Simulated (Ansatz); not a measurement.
A made-up structure of Si2NH3, closed shell:

```
atom    x (Å)    y (Å)    z (Å)
  N1   0.6326  -1.2080   0.6690
 Si2   1.2831  -2.4497   1.3567
 Si3  -0.3439   0.6567  -0.3637
  H4  -1.5532   0.1756  -1.0701
  H5   0.6608   1.2063  -1.3024
  H6  -0.6794   1.6192   0.7105
```

It is relaxed with PBE-D4/def2-SVP and then PBE0-D4/def2-TZVP (Ansatz 0.2.0). Atoms count as bonded within 1.22 times the sum of their covalent radii (H–H: 0.88 Å). The end point is not checked to be a true minimum.

(1) Does its bonding change? (A judgement: the text doesn't fix the answer.)

## Answers

(1) Computed: Yes. Formed: N1–Si3; broken: none.

Where it ends: The first stage lowers the energy by 1.95 eV in 6 steps. It ends as Si₂NH₃ ([Si][N][SiH3]):
```
6
angstrom
N 0.4749 -0.9068 0.5022
Si 1.1253 -2.1484 1.1898
Si -0.2370 0.4525 -0.2506
H -1.4668 0.0562 -0.9881
H 0.7109 1.0702 -1.2166
H -0.6073 1.4763 0.7633
```

Labels in which every atom is bracketed show which atoms are joined, not bond orders.

For scale, one of the runs: PBE0-D4/def2-TZVP relaxation, 123 basis functions, launched by `ansatz run in.yaml --threads 2 --pin off --events-out ev --progress --plain --max-ram 4352MiB`. The run took about 9.5 s on 2 CPU threads of an Arm Neoverse V1 (shared host).
